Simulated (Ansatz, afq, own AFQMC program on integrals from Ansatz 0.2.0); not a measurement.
# CH$_{3}$N$_{2}$, doublet: AFQMC among the cluster methods

```xyz
6

N    -1.8628   -0.0132   -0.0206
H    -2.1600    0.9546   -0.0206
H    -2.1600   -0.4155    0.8596
H    -0.6608   -0.0132   -0.0206
N     1.7313   -0.0132   -0.0206
C     0.5712   -0.0132   -0.0206
```

Connectivity, by distances: NH2 ··· N–C, 1 bridging H.

Basis cc-pVDZ. Noble-gas cores (and the filled d shells of Ga–Kr and In–Xe) are frozen. Ansatz 0.2.0 and our own AFQMC program on the same integrals; the CISD trial comes from CCSD amplitudes, and released means the phaseless constraint is let go. Error bars are statistical, one sigma.

Determinant: UHF, the one that the program's search chose, which needn't be the lowest solution. The geometry is a point of a scan.

No full CI on the walks' own integrals is used here; CCSDT(Q) serves as the reference and is uncertain by about the last step of the cluster series.

Cautions: unrestricted determinant slightly spin contaminated (⟨S²⟩ 0.84 against 0.75).

```
T1 diagnostic                               : 0.0325
weight of the determinant in the CISD state : 0.814
⟨S²⟩ of the determinant                     : 0.840
size of the correlated space                : 17 electrons in 54 orbitals
```

Reference: CCSDT(Q), correlation energy -13.399 eV. The released energy is read at 1.50 1/Eh (meV from the phaseless value at times in 1/Eh: -18 ± 8 at 0.24, -32 ± 7 at 0.51, -31 ± 5 at 0.99, -40 ± 12 at 1.50).

| level | E − E(reference) (kJ/mol) | share of correlation (%) |
| --- | --- | --- |
| HF | 1292.8 | 0.00 |
| MP2 | 137.5 | 89.36 |
| CCSD | 53.2 | 95.88 |
| CCSD(T) | 7.7 | 99.40 |
| CCSDT | 5.2 | 99.60 |
| ph-AFQMC/CISD | 2.4 ± 0.8 | 99.82 |
| released AFQMC | -1.5 ± 1.2 | 100.11 |

A walk keeps the symmetry of its determinant, which the program's search chose and which needn't be the lowest solution, so a lower state of the same spin and another symmetry isn't excluded. Released energies are given only where the last usable release times agree within the noise; a slower fall can still hide under it.
